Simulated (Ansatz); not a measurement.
Al₃H₂, relaxed as a quartet with UKS B3LYP-D4/def2-TZVP in Ansatz, starting from the B3LYP-D4/def2-TZVP geometry of the neutral doublet. Force threshold 0.02 eV/Å.

At B3LYP-D4/def2-TZVP a doublet of charge 0 lies 0.77 eV below the quartet, each at its own geometry. The structure comes from a short search, and lower isomers may exist.

Start:

```
atom   x (Å)   y (Å)   z (Å)
 Al1   0.493   0.467   1.978
 Al2   1.289   0.336  -0.387
 Al3  -1.286  -0.322   0.410
  H4  -2.643  -0.853  -0.260
  H5   2.147   0.373  -1.741
```

```
step  energy (eV)  largest force component (eV/Å)  SCF passes
   1  -19822.0895                           1.772          21
   2  -19822.8801                           0.620          24
   3  -19823.0185                           0.697          20
   4  -19823.0424                           0.138          20
   5  -19823.0444                           0.017          19
```

Force components are those of the run's own axes.

End:

```xyz
5

Al    0.517    0.491    2.077
Al    1.060    0.229   -0.600
Al   -1.186   -0.346    0.095
H    -2.693   -0.826   -0.014
H     2.302    0.452   -1.559
```

By distances, no bond broke or formed. The bond that changes most is Al2–Al3, from 2.78 to 2.42 Å (atoms count from 1).

No frequencies were taken in this run, so the end may be a saddle point.

Hardware: 4 threads of Arm Neoverse V1 on a shared host. Wall time 7.5 s.
